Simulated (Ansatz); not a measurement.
**H2O, singlet: reading a ladder of total energies**

Geometry: MP2(full)/6-31G*, from the G2/97 set.

```xyz
3

O     0.0000    0.0000    0.0667
H     0.0000    0.7632   -0.5296
H     0.0000   -0.7632   -0.5296
```

Basis 6-31G* (Cartesian d functions); Ansatz 0.2.0. Only valence electrons are correlated (noble-gas cores frozen), which leaves 8 electrons in 18 orbitals. Prefix R: restricted or restricted open-shell reference.

Full CI is exact within this basis and frozen core; it isn't the basis-set limit.

Runs differ by some tens of microhartree through their thresholds, so steps under 0.03 kcal/mol mean nothing.

```csv
level,total energy (hartree)
RHF,-76.009810
RMP2,-76.196847
RCCSD,-76.205922
RCCSD(T),-76.207840
RCCSDT,-76.207968
RCCSDT(Q),-76.208526
RCCSDTQ,-76.208499
full CI,-76.208515
```

Question: What is the correlation energy at full CI, and what share of it do RMP2 and RCCSD recover?

Answer: E(corr) = -76.208515 − (-76.009810) = -0.198705 hartree = -5.407 eV. RMP2: -0.187037 / -0.198705 = 94.13 %. RCCSD: -0.196112 / -0.198705 = 98.70 %.

Question: By how many kcal/mol does RCCSD(T) miss full CI (1 hartree = 627.509 kcal/mol), and which steps make up the rest?

Answer: -76.207840 − (-76.208515) = 0.000675 hartree = 0.42 kcal/mol. Steps: RCCSDT − RCCSD(T) = -0.08, RCCSDT(Q) − RCCSDT = -0.35, RCCSDTQ − RCCSDT(Q) = 0.02, full CI − RCCSDTQ = -0.01 kcal/mol. That is within 1 kcal/mol of the reference in this basis, which itself misses far more of the correlation at the basis-set limit.
